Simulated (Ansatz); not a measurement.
# CH5Si (SMILES [CH2][SiH3]) at UCCSDT(Q)/STO-3G

Aim: the energy change on altering one bond length of CH5Si at UCCSDT(Q)/STO-3G, from 2 runs. 

The calculation is run with Ansatz 0.2.0.

56 further runs of the same task are left out: 1 that didn't finish, 55 set aside as unsound or not needed.

## (1) Starting point

The species is CH5Si (7 atoms), meant as a doublet with charge 0. SMILES: `[CH2][SiH3]`. Geometry: relaxed at PBE0-D4/def2-TZVP.

Bond lengths: C1–Si2 1.840 Å, C1–H3 1.085 Å, C1–H4 1.085 Å, Si2–H5 1.492 Å, Si2–H6 1.487 Å, Si2–H7 1.487 Å. Angles: C1–Si2–H5 111.3°, C1–Si2–H6 110.4°, C1–Si2–H7 110.3°, Si2–C1–H3 122.6°, Si2–C1–H4 122.6°, H5–Si2–H6 107.7°, H5–Si2–H7 107.7°, H6–Si2–H7 109.4°, H3–C1–H4 114.8°.

## (2) The energy at UCCSDT(Q)/STO-3G

File molecule.yaml:

```yaml
crystal:
  periodic: [false, false, false]
  atoms:
    - {symbol: C, position_ang: [-0.172600, -1.103000, 0.047400]}
    - {symbol: Si, position_ang: [0.132300, 0.709800, -0.029000]}
    - {symbol: H, position_ang: [-1.139000, -1.522200, 0.308500]}
    - {symbol: H, position_ang: [0.588300, -1.834800, -0.203800]}
    - {symbol: H, position_ang: [-0.191200, 1.256600, -1.379100]}
    - {symbol: H, position_ang: [-0.719700, 1.420100, 0.961800]}
    - {symbol: H, position_ang: [1.563100, 1.005600, 0.248500]}
basis:
  gaussian:
    orbitals: STO-3G
magnetization:
  spin_polarized: true
  initial_magnetization: 1
correlation:
  method: ccsdt_q
  frozen_orbitals: {C: 1, H: 0, Si: 5}
accuracy: high
scf:
  omitted_lower_state_checks: [cluster_reference, increment]
```

Started as:

```sh
$ ansatz run molecule.yaml --threads 1 --pin off --max-ram 2610MiB --events-out events.jsonl --progress --plain --runs-dir runs
```

Output (excerpt; [...] marks lines left out):

```text
Warning: RAYON_NUM_THREADS=1 ignored (pool sized by the plan → 1); use --threads N
Functional definition: HF
  name "HF"
[...]
337 factors; integrals over basis functions are off by at most 1.1e-8 eV
[...]
mean field -8867.14618663 eV, -325.8616119909 hartree, gradient 1.5e-8 eV, S^2 0.767300; 0 other end points of the search recorded, 0 dependent functions left out
6 core orbitals not correlated: weight in the atoms' cores, before any rotation towards them, 1.000 or more for the frozen orbitals, at most 0.000 for the correlated occupied ones
reference -8867.14618663 eV, -325.8616119909 hartree; 7, 6 occupied and 6, 7 virtual orbitals, 337 factors
second order -2.10381246 eV of doubles, -0.00000000 eV of singles
cycle   1  -2.72035968 eV  change   -6.2e-1 eV  update   6.4e-2
[...]
cycle  22  -3.11668506 eV  change  -8.5e-10 eV  update   1.1e-9
perturbative correction -0.00108593 eV, -0.0000399073 hartree
Total energy: -8870.26395762 eV, -325.9761879615 hartree
Checks for a lower state left out: cluster_reference, increment
```

Wall time 1.1 s (1 thread of Arm Neoverse V1, shared host); peak memory 0.091 GiB.

## (3) The distorted shape at the same level

File run.yaml:

```yaml
crystal:
  periodic: [false, false, false]
  atoms:
    - {symbol: C, position_ang: [-0.248823, -1.556189, 0.066500]}
    - {symbol: Si, position_ang: [0.132300, 0.709800, -0.029000]}
    - {symbol: H, position_ang: [-1.215223, -1.975389, 0.327600]}
    - {symbol: H, position_ang: [0.512077, -2.287989, -0.184700]}
    - {symbol: H, position_ang: [-0.191200, 1.256600, -1.379100]}
    - {symbol: H, position_ang: [-0.719700, 1.420100, 0.961800]}
    - {symbol: H, position_ang: [1.563100, 1.005600, 0.248500]}
basis:
  gaussian:
    orbitals: STO-3G
scf:
  omitted_lower_state_checks: [cluster_reference, increment]
correlation:
  method: ccsdt_q
  frozen_orbitals: {C: 1, H: 0, Si: 5}
magnetization:
  spin_polarized: true
  initial_magnetization: 1
accuracy: high
```

Started as:

```sh
$ ansatz run run.yaml --threads 1 --pin off --max-ram 2610MiB --events-out events.jsonl --progress --plain --runs-dir runs
```

Output (excerpt; [...] marks lines left out):

```text
Warning: RAYON_NUM_THREADS=1 ignored (pool sized by the plan → 1); use --threads N
Functional definition: HF
  name "HF"
[...]
327 factors; integrals over basis functions are off by at most 6.9e-9 eV
[...]
mean field -8865.33935455 eV, -325.7952121369 hartree, gradient 3.2e-8 eV, S^2 0.867873; 0 other end points of the search recorded, 0 dependent functions left out
6 core orbitals not correlated: weight in the atoms' cores, before any rotation towards them, 1.000 or more for the frozen orbitals, at most 0.000 for the correlated occupied ones
reference -8865.33935455 eV, -325.7952121369 hartree; 7, 6 occupied and 6, 7 virtual orbitals, 327 factors
second order -2.20525544 eV of doubles, -0.00000000 eV of singles
cycle   1  -2.88425950 eV  change   -6.8e-1 eV  update   7.6e-2
[...]
cycle  26  -3.46358366 eV  change  -2.3e-10 eV  update   1.3e-9
perturbative correction -0.00239956 eV, -0.0000881823 hartree
Total energy: -8868.80533777 eV, -325.9225846710 hartree
Checks for a lower state left out: cluster_reference, increment
```

Wall time 1.1 s (1 thread of Arm Neoverse V1, shared host); peak memory 0.091 GiB.

## (4) Summary of results

At UCCSDT(Q)/STO-3G, 6 core orbitals frozen:

```
                                                          quantity          value
                                         first shape: total energy  -325.97619 Eh
          first shape: correlation energy (6 core orbitals frozen)     -114.6 mEh
                    first shape: ⟨S²⟩ of the reference determinant          0.767
                                        first shape: T1 diagnostic          0.006
                                     distorted shape: total energy  -325.92258 Eh
      distorted shape: correlation energy (6 core orbitals frozen)     -127.4 mEh
                distorted shape: ⟨S²⟩ of the reference determinant          0.868
                                    distorted shape: T1 diagnostic          0.023
energy change with the C1–Si2 bond stretched from 1.840 to 2.300 Å       1.459 eV
```

What this shows: With the C1–Si2 bond stretched from 1.840 to 2.300 Å the energy rises by 1.46 eV (34 kcal/mol). The first shape isn't relaxed at this level, so the change isn't measured from a minimum. The minimal basis adds a large error of its own. ⟨S²⟩ (distorted shape) is 0.87 where a pure doublet has 0.75: the reference is spin-contaminated.
